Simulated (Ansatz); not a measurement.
# BF2 (quartet): wave-function methods side by side, cc-pVDZ

An exercise on one series of results from a longer session: the logs are not shown, and one member is left open.

Program: Ansatz 0.2.0, Gaussian basis. Level of theory: cc-pVDZ, core rule «outside noble gas», up to 3 orbitals frozen. These are calculated values, not measurements.

To be run: UHF; CCSD(T) on ROHF; CCSD(T) on UHF; BCCD(T) on ROHF; CISD; CCSDT(Q) on ROHF; CCSDT(Q) on UHF; CASSCF and MRCISD+Q, 13 electrons in 10 orbitals; CASSCF and NEVPT4(SD), 13 electrons in 10 orbitals; CASSCF and NEVPT2, 13 electrons in 10 orbitals.

29 further runs of the same task are left out: 3 for a known fault of the program, 13 that didn't finish, 13 set aside as unsound or not needed.

## The geometry

The geometry is a PBE0/def2-TZVP stationary point (not a proven minimum).

3 atoms, charge 0, spin multiplicity 4.

Atoms are counted from 1 here; the program's logs count them from 0.

Bond lengths: B1–F2 1.470 Å, B1–F3 1.470 Å. Angles: F2–B1–F3 82.4°.

Coordinates:

```
B     0.0000   -0.8609    0.0000
F     0.0000    0.2450   -0.9680
F     0.0000    0.2450    0.9680
```

Set-up of the first run:

Input file in.yaml:

```yaml
crystal:
  periodic: [false, false, false]
  atoms:
    - {symbol: B, position_ang: [0.000000, -0.860948, 0.000000]}
    - {symbol: F, position_ang: [0.000000, 0.244960, -0.967951]}
    - {symbol: F, position_ang: [0.000000, 0.244960, 0.967951]}
basis:
  gaussian: {orbitals: cc-pVDZ}
magnetization: {spin_polarized: true, initial_magnetization: 3}
hamiltonian: {xc: hf}
output: {orbitals: {seedname: orbitals}}
```

Run with:

```sh
$ ansatz run in.yaml --threads 1 --pin off --events-out ev --progress --plain --max-ram 2393MiB
```

Among the steps run: UHF; CCSD(T) on ROHF; CCSD(T) on UHF; BCCD(T) on ROHF; CISD; CCSDT(Q) on ROHF; CCSDT(Q) on UHF; CASSCF and MRCISD+Q, 13 electrons in 10 orbitals; CASSCF and NEVPT4(SD), 13 electrons in 10 orbitals; CASSCF and NEVPT2, 13 electrons in 10 orbitals.

One of the session's tables, all rows but one given; the rest of the session is left out.

It belongs to the step «Misses and costs». 

| method | from RCCSDT(Q) (kcal/mol) |
| --- | --- |
| UHF | +273.19 |
| RMP2 | +10.36 |
| UMP2 | +16.88 |
| CISD | +35.03 |
| RCCSD | +7.85 |
| UCCSD | +7.35 |
| RCCSD(T) | +1.54 |
| UCCSD(T) | ? |
| BCCD(T) | +1.53 |
| RCCSDT | +0.98 |
| UCCSDT | +0.89 |
| RCCSDT(Q) | 0 |
| UCCSDT(Q) | -0.05 |
| CASSCF valence | +234.12 |
| NEVPT2 valence | +25.07 |
| NEVPT4(SD) valence | +3.16 |
| MRCISD valence | +18.53 |
| MRCISD+Q valence | +3.01 |

Estimate the missing values for UCCSD(T).

**Answer.** from RCCSDT(Q) (kcal/mol): +1.50. In the column «from RCCSDT(Q) (kcal/mol)» it lies between RCCSDT (+0.98) and BCCD(T) (+1.53).

Left out of the table: ROHF (another determinant or state than the rows shown).

Limits of these values: The report flags that the cluster equations may have other roots. The program flags RCCSD(T), UCCSD(T), BCCD(T), RCCSDT(Q), UCCSDT(Q) as in doubt, so the zero of the table is itself unsure. Warnings: coupled cluster took another determinant than the lowest. Restricted and unrestricted rows rest on different reference determinants; where their highest levels disagree by more than a few hundredths of an eV, they describe different states and don't form one ladder.
